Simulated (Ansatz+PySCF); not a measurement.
singlet CHO2(-): levels of theory in one basis

| atom | x (Å) | y (Å) | z (Å) |
| --- | --- | --- | --- |
| C | 0.0000 | 0.0000 | -0.2809 |
| O | 0.0000 | 1.0414 | 0.1900 |
| O | 0.0000 | -1.0414 | 0.1900 |
| H | 0.0000 | 0.0000 | -1.3552 |

Basis set: def2-SVP (spherical functions). Correlated methods keep 3 orbitals frozen. Charge -1, multiplicity 1.

Computed with Ansatz (development build ahead of 0.2.0); each method stands on the lowest determinant of its kind that the runs found. NEVPT2 correlates all electrons. Active spaces start from the frontier orbitals, and the lowest solution found is given.

```tsv
method	E − E(RHF) (eV)	<S²> of the determinant
RHF	0.00	0.00
RHF-MP2	-13.06	–
RHF-CCSD	-13.34	–
CASSCF(4,3)	-0.57	–
SC-NEVPT2(4,3)	-13.50	–
```

**Question.** What does RHF-CCSD(T) give on the same scale?

**Answer.** -13.69 eV.

**Question.** Is a single determinant a sound starting point here?

**Answer.** By this sign, yes. Unrestricted orbitals gain 0.00 eV and <S²> is 0.00 against 0.00 for a pure state. The CASSCF(4,3) natural occupations are 1.99, 1.97, 0.03.

Caution: no diffuse functions for an anion. Caution for CASSCF(4,3), SC-NEVPT2(4,3): other starts end on other solutions of this active space.
